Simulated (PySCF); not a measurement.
A structure optimised at PBE0-D3(BJ)/def2-TZVP (Å):
```
C 
C   1  1.3254
C   2  1.4964  1  124.70
C   3  1.5100  2  110.07  1   105.93
O   4  1.1983  3  124.76  2   117.81
H   1  1.0856  2  121.62  3     2.27
H   1  1.0835  2  121.40  3  -178.40
H   2  1.0873  1  119.46  3   177.71
H   3  1.0958  2  109.64  1   -12.28
H   3  1.0921  2  111.90  1  -133.62
H   4  1.1118  3  114.23  2   -61.22
```
Z-matrix in Å and degrees, rows numbered from 1.

Neutral, closed shell.

Question: Which heavy atoms are bonded, and with what formal order?

Answer: C1–C2 (double); C2–C3 (single); C3–C4 (single); C4–O5 (double). Hydrogens: H6, H7 on C1; H8 on C2; H9, H10 on C3; H11 on C4.

Question: Give the structure as a SMILES string.

Answer: `C=CCC=O`, C4H6O, 3-butenal. Among its features: aldehyde and C=C double bond.

Question: Name the point group.

Answer: C1 (no symmetry element, even within 0.4 Å).

Question: Classify the heavy atoms.

Answer: C1: terminal =CH2 carbon; C2: alkene CH carbon; C3: sp3 carbon next to a carbonyl; C4: aldehyde carbon; O5: aldehyde oxygen.

Question: What is the arrangement about C3?

Answer: It has 4 neighbours (C2, C4, H9, H10) and is tetrahedral (angles from 107.6° to 111.9°).

Question: What is the arrangement about C2?

Answer: It has 3 neighbours (C1, C3, H8) and is planar (angles 124.7°, 119.5° and 115.8°, sum 360.0°, 0.01 Å off the plane of its three neighbours).

The numbers are calculated, not measured.
